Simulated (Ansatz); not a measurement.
Steps of a relaxation of C3H7NOS (`CC1(O)NCS1`) with RKS PBE0-D4/def2-TZVP.

```sh
$ ansatz run in.yaml --threads 2 --pin off --events-out ev --progress --plain --max-ram 22528MiB --backend cuda --devices 0, --max-vram 18GiB
```

```yaml
crystal:
  periodic: [false, false, false]
  atoms:
    - {symbol: C, position_ang: [-0.655436, -0.860150, 1.183576]}
    - {symbol: C, position_ang: [0.402785, -0.036077, 0.468546]}
    - {symbol: O, position_ang: [1.614078, -0.268977, 1.085284]}
    - {symbol: N, position_ang: [0.459337, -0.158120, -0.989422]}
    - {symbol: C, position_ang: [-0.254894, 1.052312, -1.393473]}
    - {symbol: S, position_ang: [-0.109705, 1.808749, 0.281548]}
    - {symbol: H, position_ang: [-0.391648, -1.937035, 1.109464]}
    - {symbol: H, position_ang: [-1.654329, -0.689268, 0.741093]}
    - {symbol: H, position_ang: [-0.690733, -0.591625, 2.256748]}
    - {symbol: H, position_ang: [2.281366, 0.152929, 0.504646]}
    - {symbol: H, position_ang: [0.089316, -1.044731, -1.359816]}
    - {symbol: H, position_ang: [-1.321333, 0.901015, -1.681212]}
    - {symbol: H, position_ang: [0.251496, 1.636278, -2.192184]}
basis:
  gaussian: {orbitals: def2-TZVP}
hamiltonian: {xc: pbe0, dispersion: d4}
relax: {f_tol: 0.005, max_steps: 150}
```

Positions (Å) and forces (eV/Å) along the path, 7 of 7 steps:

```xyz
13
step=1 energy=-17588.7102 eV
C    -0.655   -0.860    1.184   -0.064   -0.123    0.112
C     0.403   -0.036    0.469   -0.324    0.254   -0.030
O     1.614   -0.269    1.085    0.148    0.442   -0.708
N     0.459   -0.158   -0.989   -0.257   -0.209    0.052
C    -0.255    1.052   -1.393   -0.232    0.237   -0.153
S    -0.110    1.809    0.282    0.199   -0.854   -0.395
H    -0.392   -1.937    1.109   -0.126    0.511    0.010
H    -1.654   -0.689    0.741    0.500   -0.068    0.195
H    -0.691   -0.592    2.257    0.022   -0.107   -0.522
H     2.281    0.153    0.505   -0.418   -0.338    0.489
H     0.089   -1.045   -1.360    0.190    0.580    0.262
H    -1.321    0.901   -1.681    0.590    0.035    0.212
H     0.251    1.636   -2.192   -0.229   -0.361    0.476
13
step=2 energy=-17588.7699 eV
C    -0.653   -0.854    1.173    0.006   -0.041    0.015
C     0.399   -0.033    0.465   -0.142    0.284   -0.027
O     1.605   -0.265    1.081    0.058    0.125   -0.216
N     0.463   -0.155   -0.986   -0.098   -0.117    0.036
C    -0.260    1.045   -1.386   -0.060    0.154    0.030
S    -0.097    1.794    0.277    0.083   -0.451   -0.188
H    -0.395   -1.920    1.093   -0.037    0.153    0.003
H    -1.639   -0.679    0.732    0.128   -0.023    0.056
H    -0.689   -0.589    2.235    0.005   -0.031   -0.151
H     2.273    0.148    0.513   -0.101   -0.107    0.175
H     0.093   -1.032   -1.348    0.056    0.149    0.058
H    -1.315    0.885   -1.654    0.183    0.009    0.067
H     0.236    1.619   -2.179   -0.082   -0.104    0.141
13
step=3 energy=-17588.7808 eV
C    -0.651   -0.848    1.164    0.002   -0.023    0.013
C     0.398   -0.026    0.462   -0.065    0.100   -0.029
O     1.601   -0.263    1.081    0.027   -0.013    0.017
N     0.462   -0.157   -0.986    0.010   -0.036   -0.023
C    -0.263    1.042   -1.381   -0.007    0.036    0.034
S    -0.088    1.778    0.273    0.033   -0.048   -0.001
H    -0.393   -1.908    1.082    0.002   -0.011    0.000
H    -1.633   -0.674    0.724   -0.008    0.001   -0.003
H    -0.689   -0.586    2.221   -0.007   -0.001    0.016
H     2.276    0.147    0.527    0.031    0.005    0.018
H     0.089   -1.030   -1.341   -0.001   -0.010   -0.008
H    -1.314    0.879   -1.637   -0.016   -0.009   -0.013
H     0.225    1.612   -2.173    0.000    0.007   -0.022
13
step=4 energy=-17588.7814 eV
C    -0.651   -0.848    1.163   -0.004   -0.006    0.009
C     0.398   -0.024    0.461   -0.026    0.026   -0.013
O     1.601   -0.264    1.082    0.023   -0.010    0.011
N     0.462   -0.158   -0.987    0.006   -0.018   -0.010
C    -0.264    1.042   -1.381    0.000    0.012    0.006
S    -0.081    1.778    0.272    0.006   -0.003    0.001
H    -0.393   -1.908    1.080    0.004   -0.004   -0.002
H    -1.633   -0.674    0.723   -0.009    0.000   -0.004
H    -0.690   -0.587    2.221   -0.001    0.001    0.005
H     2.279    0.149    0.535    0.014    0.006    0.012
H     0.088   -1.031   -1.342   -0.003   -0.007   -0.005
H    -1.316    0.878   -1.634   -0.010    0.000   -0.002
H     0.221    1.611   -2.176   -0.001    0.005   -0.009
13
step=5 energy=-17588.7816 eV
C    -0.651   -0.847    1.162    0.001    0.004    0.002
C     0.399   -0.024    0.460    0.004   -0.009    0.002
O     1.601   -0.266    1.084   -0.005   -0.002   -0.007
N     0.462   -0.159   -0.989    0.000    0.005   -0.001
C    -0.265    1.042   -1.382    0.001   -0.006   -0.007
S    -0.075    1.777    0.270    0.001    0.010    0.006
H    -0.393   -1.907    1.077    0.000   -0.002    0.000
H    -1.633   -0.673    0.721    0.001    0.000   -0.002
H    -0.691   -0.587    2.220    0.001    0.000    0.000
H     2.282    0.153    0.544   -0.002    0.003    0.004
H     0.086   -1.032   -1.343   -0.001   -0.001    0.000
H    -1.319    0.878   -1.629    0.000   -0.001    0.001
H     0.216    1.610   -2.180    0.001   -0.001    0.000
13
step=6 energy=-17588.7817 eV
C    -0.651   -0.847    1.161   -0.002    0.002    0.000
C     0.400   -0.024    0.459   -0.001   -0.005   -0.001
O     1.602   -0.268    1.082    0.002    0.006    0.001
N     0.461   -0.160   -0.990   -0.005   -0.001   -0.002
C    -0.265    1.042   -1.382    0.000   -0.003   -0.001
S    -0.072    1.778    0.270    0.000    0.000    0.002
H    -0.393   -1.907    1.077    0.001   -0.001    0.001
H    -1.632   -0.674    0.720    0.000    0.001    0.000
H    -0.691   -0.587    2.219    0.000    0.000   -0.001
H     2.282    0.157    0.547    0.003   -0.002    0.002
H     0.083   -1.032   -1.342    0.002    0.002   -0.002
H    -1.319    0.879   -1.628    0.000    0.001    0.001
H     0.216    1.609   -2.180    0.000    0.000    0.000
13
step=7 energy=-17588.7817 eV
C    -0.651   -0.847    1.161    0.000    0.000    0.000
C     0.400   -0.025    0.459   -0.002    0.004   -0.001
O     1.602   -0.268    1.083    0.003   -0.002    0.000
N     0.461   -0.160   -0.990    0.000   -0.002    0.001
C    -0.265    1.041   -1.381    0.001    0.001    0.001
S    -0.072    1.778    0.270   -0.001    0.000   -0.001
H    -0.393   -1.907    1.078    0.000   -0.001    0.001
H    -1.632   -0.673    0.719    0.000    0.000    0.000
H    -0.691   -0.586    2.219    0.000    0.000    0.000
H     2.282    0.157    0.548   -0.001    0.000    0.001
H     0.084   -1.032   -1.343    0.001    0.001    0.000
H    -1.320    0.879   -1.627    0.000    0.000    0.000
H     0.215    1.609   -2.180    0.000    0.000    0.000
```

Run time 15 s (2 threads of an AMD EPYC 7R13 on a shared host and a share of an NVIDIA H100 80 GB); peak host memory 0.91 GiB.
